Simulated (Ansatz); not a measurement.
**Nudged elastic band run: ClH₅NSi**

Input file:

```yaml
crystal:
  periodic: [false, false, false]
  atoms:
    - { symbol: Si, position_ang: [0.246127, 0.198102, 0.103803] }
    - { symbol: H, position_ang: [1.293504, 0.934526, 0.839674] }
    - { symbol: H, position_ang: [0.6173, 0.13778, -1.334553] }
    - { symbol: H, position_ang: [-1.098617, 0.795435, 0.228054] }
    - { symbol: Cl, position_ang: [0.204134, -1.804235, 0.727199] }
    - { symbol: "N", position_ang: [-0.472918, 0.048242, 2.96333] }
    - { symbol: H, position_ang: [-1.33285, -0.475994, 3.185494] }
    - { symbol: H, position_ang: [0.229219, -0.380556, 3.5853] }
magnetization:
  spin_polarized: true
  initial_magnetization: 1
basis:
  gaussian: { orbitals: "6-31G*" }
hamiltonian:
  xc: b3lyp
  dispersion: d4
neb:
  order_check: false
  images: 5
  f_tol: 0.05
  max_iterations: 60
  final_atoms:
    - { symbol: Si, position_ang: [0.07999153, -0.00338666, -0.17687644] }
    - { symbol: H, position_ang: [1.01076855, 0.50803724, 2.82303988] }
    - { symbol: H, position_ang: [0.51787585, 0.13183969, -1.59666033] }
    - { symbol: H, position_ang: [-1.22543322, 0.68613585, 0.02581689] }
    - { symbol: Cl, position_ang: [-0.21017775, -2.03853196, 0.19425384] }
    - { symbol: "N", position_ang: [0.14371763, 0.17507532, 3.23863711] }
    - { symbol: H, position_ang: [-0.01938915, -0.76915811, 2.89608777] }
    - { symbol: H, position_ang: [-0.61145446, 0.76328864, 2.89400228] }
  initial_path:
    images:
      - { positions_ang: [[0.246127, 0.198102, 0.103803], [1.293504, 0.934526, 0.839674], [0.6173, 0.13778, -1.334553], [-1.098617, 0.795435, 0.228054], [0.204134, -1.804235, 0.727199], [-0.472918, 0.048242, 2.96333], [-1.33285, -0.475994, 3.185494], [0.229219, -0.380556, 3.5853]] }
      - { positions_ang: [[0.16900216, 0.12126031, 0.06894265], [0.85052174, 0.63044577, 1.12898578], [0.85751313, 0.21794991, -1.043606], [-1.06327786, 0.82073102, -0.02995589], [0.00890835, -1.8753153, 0.26519157], [-0.34040005, 0.05409334, 2.99766226], [-0.9965549, -0.58564261, 3.32946489], [0.20018642, 0.06977756, 3.58161574]] }
      - { positions_ang: [[0.09187733, 0.04441863, 0.0340823], [0.40753949, 0.32636553, 1.41829755], [1.09772627, 0.29811981, -0.75265899], [-1.02793873, 0.84602703, -0.28796579], [-0.18631729, -1.94639559, -0.19681586], [-0.20788209, 0.05994469, 3.03199452], [-0.66025981, -0.69529122, 3.47343579], [0.17115384, 0.52011112, 3.57793149]] }
      - { positions_ang: [[0.01475249, -0.03242306, -0.00077805], [-0.03544277, 0.0222853, 1.70760933], [1.3379394, 0.37828972, -0.46171199], [-0.99259959, 0.87132305, -0.54597568], [-0.38154294, -2.01747589, -0.65882329], [-0.07536414, 0.06579603, 3.06632677], [-0.32396471, -0.80493983, 3.61740668], [0.14212125, 0.97044467, 3.57424723]] }
      - { positions_ang: [[0.03649884, -0.02274426, -0.05947751], [0.31329434, 0.18420261, 2.07941951], [1.06458488, 0.29613971, -0.8400281], [-1.0702108, 0.80959398, -0.35537816], [-0.32442121, -2.02449458, -0.37446425], [-0.00233688, 0.10222246, 3.12376355], [-0.22243952, -0.79301259, 3.37696704], [-0.10907065, 0.90139266, 3.34749891]] }
      - { positions_ang: [[0.05824518, -0.01306546, -0.11817698], [0.66203145, 0.34611993, 2.45122969], [0.79123037, 0.2139897, -1.21834422], [-1.14782201, 0.74786491, -0.16478063], [-0.26729948, -2.03151327, -0.09010521], [0.07069037, 0.13864889, 3.18120033], [-0.12091434, -0.78108535, 3.13652741], [-0.36026255, 0.83234065, 3.1207506]] }
      - { positions_ang: [[0.07999153, -0.00338666, -0.17687644], [1.01076855, 0.50803724, 2.82303988], [0.51787585, 0.13183969, -1.59666033], [-1.22543322, 0.68613585, 0.02581689], [-0.21017775, -2.03853196, 0.19425384], [0.14371763, 0.17507532, 3.23863711], [-0.01938915, -0.76915811, 2.89608777], [-0.61145446, 0.76328864, 2.89400228]] }
```

Launched with:

```bash
$ ansatz run input.yaml --threads 1 --pin off --max-ram 2048MiB --backend cpu --events-out ev --progress --plain --runs-dir out
```

Output, in part (warnings, iteration lines, the closing report on the highest movable image, with atoms numbered from 0):

```
NEB end point (image 0): max|allowed force component| = 8.414e-3 eV/Å (the criterion of neb.relax_end_points is 1.000e-2)
NEB end point (image 6): max|allowed force component| = 1.512e-2 eV/Å (the criterion of neb.relax_end_points is 1.000e-2)
NEB iter   1: max|band force component| = 1.559e1 eV/Å  barrier→ = 3.0301 eV  barrier← = 3.6681 eV  Δτ_max = 0.2000 Å  (350 SCF iters)
NEB iter   2: max|band force component| = 3.631e0 eV/Å  barrier→ = 0.7608 eV  barrier← = 1.3988 eV  Δτ_max = 0.1938 Å  (169 SCF iters)
NEB iter   3: max|band force component| = 1.991e0 eV/Å  barrier→ = 0.2691 eV  barrier← = 0.9071 eV  Δτ_max = 0.2000 Å  (166 SCF iters)
NEB iter   4: max|band force component| = 1.410e0 eV/Å  barrier→ = 0.1736 eV  barrier← = 0.8116 eV  Δτ_max = 0.1986 Å  (157 SCF iters)
NEB iter   5: max|band force component| = 1.472e0 eV/Å  barrier→ = 0.1033 eV  barrier← = 0.7413 eV  Δτ_max = 0.1012 Å  (155 SCF iters)
NEB iter   6: max|band force component| = 6.741e-1 eV/Å  barrier→ = 0.0877 eV  barrier← = 0.7257 eV  Δτ_max = 0.2000 Å  (154 SCF iters)
NEB iter   7: max|band force component| = 9.520e-1 eV/Å  barrier→ = 0.5859 eV  barrier← = 1.2239 eV  Δτ_max = 0.1001 Å  (156 SCF iters)
NEB iter   8: max|band force component| = 1.654e0 eV/Å  barrier→ = 0.7643 eV  barrier← = 1.4023 eV  Δτ_max = 0.0510 Å  (157 SCF iters)
NEB iter   9: max|band force component| = 1.205e0 eV/Å  barrier→ = 0.6605 eV  barrier← = 1.2985 eV  Δτ_max = 0.1010 Å  (148 SCF iters)
NEB iter  10: max|band force component| = 7.142e-1 eV/Å  barrier→ = 0.5665 eV  barrier← = 1.2045 eV  Δτ_max = 0.1939 Å  (153 SCF iters)
NEB iter  11: max|band force component| = 1.356e0 eV/Å  barrier→ = 0.4560 eV  barrier← = 1.0940 eV  Δτ_max = 0.1000 Å  (153 SCF iters)
NEB iter  12: max|band force component| = 1.953e0 eV/Å  barrier→ = 0.3475 eV  barrier← = 0.9855 eV  Δτ_max = 0.0500 Å  (151 SCF iters)
NEB iter  13: max|band force component| = 9.924e-1 eV/Å  barrier→ = 0.2544 eV  barrier← = 0.8924 eV  Δτ_max = 0.1004 Å  (145 SCF iters)
NEB iter  14: max|band force component| = 9.544e-1 eV/Å  barrier→ = 0.2311 eV  barrier← = 0.8691 eV  Δτ_max = 0.1973 Å  (151 SCF iters)
NEB iter  15: max|band force component| = 1.377e0 eV/Å  barrier→ = 0.2605 eV  barrier← = 0.8985 eV  Δτ_max = 0.1012 Å  (150 SCF iters)
NEB iter  16: max|band force component| = 4.385e-1 eV/Å  barrier→ = 0.1598 eV  barrier← = 0.7978 eV  CI = image 3  Δτ_max = 0.1897 Å  (149 SCF iters)
NEB iter  17: max|band force component| = 1.751e0 eV/Å  barrier→ = 0.3347 eV  barrier← = 0.9727 eV  CI = image 3  Δτ_max = 0.1006 Å  (155 SCF iters)
NEB iter  18: max|band force component| = 1.050e0 eV/Å  barrier→ = 0.2751 eV  barrier← = 0.9131 eV  CI = image 3  Δτ_max = 0.1970 Å  (152 SCF iters)
NEB iter  19: max|band force component| = 4.388e-1 eV/Å  barrier→ = 0.2710 eV  barrier← = 0.9090 eV  CI = image 3  Δτ_max = 0.1382 Å  (147 SCF iters)
NEB iter  20: max|band force component| = 4.726e-1 eV/Å  barrier→ = 0.2827 eV  barrier← = 0.9207 eV  CI = image 3  Δτ_max = 0.2000 Å  (150 SCF iters)
NEB iter  21: max|band force component| = 4.240e-1 eV/Å  barrier→ = 0.2651 eV  barrier← = 0.9031 eV  CI = image 3  Δτ_max = 0.1978 Å  (152 SCF iters)
NEB iter  22: max|band force component| = 3.938e-1 eV/Å  barrier→ = 0.2535 eV  barrier← = 0.8915 eV  CI = image 3  Δτ_max = 0.2000 Å  (152 SCF iters)
NEB iter  23: max|band force component| = 4.547e-1 eV/Å  barrier→ = 0.2602 eV  barrier← = 0.8982 eV  CI = image 3  Δτ_max = 0.1939 Å  (153 SCF iters)
NEB iter  24: max|band force component| = 4.455e-1 eV/Å  barrier→ = 0.2869 eV  barrier← = 0.9249 eV  CI = image 3  Δτ_max = 0.2000 Å  (155 SCF iters)
NEB iter  25: max|band force component| = 5.643e-1 eV/Å  barrier→ = 0.3029 eV  barrier← = 0.9409 eV  CI = image 3  Δτ_max = 0.1009 Å  (153 SCF iters)
NEB iter  26: max|band force component| = 4.669e-1 eV/Å  barrier→ = 0.2867 eV  barrier← = 0.9247 eV  CI = image 3  Δτ_max = 0.1004 Å  (148 SCF iters)
NEB iter  27: max|band force component| = 1.611e-1 eV/Å  barrier→ = 0.2783 eV  barrier← = 0.9163 eV  CI = image 3  Δτ_max = 0.1985 Å  (146 SCF iters)
NEB iter  28: max|band force component| = 1.186e-1 eV/Å  barrier→ = 0.2783 eV  barrier← = 0.9163 eV  CI = image 3  Δτ_max = 0.1982 Å  (146 SCF iters)
NEB iter  29: max|band force component| = 2.110e-1 eV/Å  barrier→ = 0.2746 eV  barrier← = 0.9126 eV  CI = image 3  Δτ_max = 0.0993 Å  (148 SCF iters)
NEB iter  30: max|band force component| = 2.040e-1 eV/Å  barrier→ = 0.2737 eV  barrier← = 0.9117 eV  CI = image 3  Δτ_max = 0.0998 Å  (144 SCF iters)
NEB iter  31: max|band force component| = 1.165e-1 eV/Å  barrier→ = 0.2726 eV  barrier← = 0.9106 eV  CI = image 3  Δτ_max = 0.1003 Å  (149 SCF iters)
NEB iter  32: max|band force component| = 1.886e-1 eV/Å  barrier→ = 0.2718 eV  barrier← = 0.9098 eV  CI = image 3  Δτ_max = 0.0500 Å  (144 SCF iters)
NEB iter  33: max|band force component| = 8.361e-2 eV/Å  barrier→ = 0.2713 eV  barrier← = 0.9093 eV  CI = image 3  Δτ_max = 0.0999 Å  (140 SCF iters)
NEB iter  34: max|band force component| = 5.113e-2 eV/Å  barrier→ = 0.2709 eV  barrier← = 0.9089 eV  CI = image 3  Δτ_max = 0.1003 Å  (145 SCF iters)
NEB iter  35: max|band force component| = 7.081e-2 eV/Å  barrier→ = 0.2707 eV  barrier← = 0.9087 eV  CI = image 3  Δτ_max = 0.0501 Å  (144 SCF iters)
NEB iter  36: max|band force component| = 6.429e-2 eV/Å  barrier→ = 0.2704 eV  barrier← = 0.9084 eV  CI = image 3  Δτ_max = 0.0501 Å  (138 SCF iters)
NEB iter  37: max|band force component| = 6.844e-2 eV/Å  barrier→ = 0.2702 eV  barrier← = 0.9082 eV  CI = image 3  Δτ_max = 0.0250 Å  (136 SCF iters)
NEB iter  38: max|band force component| = 6.245e-2 eV/Å  barrier→ = 0.2701 eV  barrier← = 0.9081 eV  CI = image 3  Δτ_max = 0.0250 Å  (138 SCF iters)
NEB iter  39: max|band force component| = 4.325e-2 eV/Å  barrier→ = 0.2700 eV  barrier← = 0.9080 eV  CI = image 3  Δτ_max = 0.0000 Å  (287 SCF iters)
Total energy: -21970.66004217 eV, -807.4068643016 hartree
Atom 0 at    -0.013844     0.075473     0.111739 Å, force     0.002558     0.000799    -0.008288 eV/Å
Atom 1 at    -0.254989     0.321476     1.673386 Å, force     0.001553    -0.000832     0.001721 eV/Å
Atom 2 at     1.327272     0.570791    -0.292547 Å, force    -0.000645     0.000230    -0.001266 eV/Å
Atom 3 at    -1.069797     0.724171    -0.706089 Å, force    -0.001063     0.000081     0.001622 eV/Å
Atom 4 at    -0.070751    -1.977117    -0.254855 Å, force     0.000614    -0.001792    -0.000659 eV/Å
Atom 5 at    -0.294445     0.271902     3.164893 Å, force    -0.007360     0.010164     0.005132 eV/Å
Atom 6 at    -0.654134    -0.690703     3.262245 Å, force    -0.000617    -0.004516     0.000817 eV/Å
Atom 7 at     0.716589     0.157308     3.339528 Å, force     0.004960    -0.004135     0.000920 eV/Å
Dipole moment:     0.188183     0.069901     0.085173 e Å
```

The forces met the threshold. The profile has 2 maxima (images 3, 5) with wells between them (image 4): this band takes more than one step, which may be the mechanism or a detour left from its start path. A vibrational analysis at the climbing image gives one clearly imaginary mode, 880i cm⁻¹: a first-order saddle point.

Final band (atoms are numbered from 1 in the order of the input):

```csv
image,path coordinate (Å),energy (eV),Si1–H2 (Å),H2–N6 (Å)
0,0.00,0.000,1.48,2.90
1,1.26,0.073,1.48,2.75
2,2.51,0.123,1.48,2.43
3,3.77,0.270,1.60,1.49
4,6.06,-0.595,3.87,1.02
5,8.36,-0.514,2.95,1.02
6,10.66,-0.638,3.18,1.02
```

Run time: 12 min on 1 thread of Arm Neoverse V1, on a shared host, peak memory 0.18 GiB.
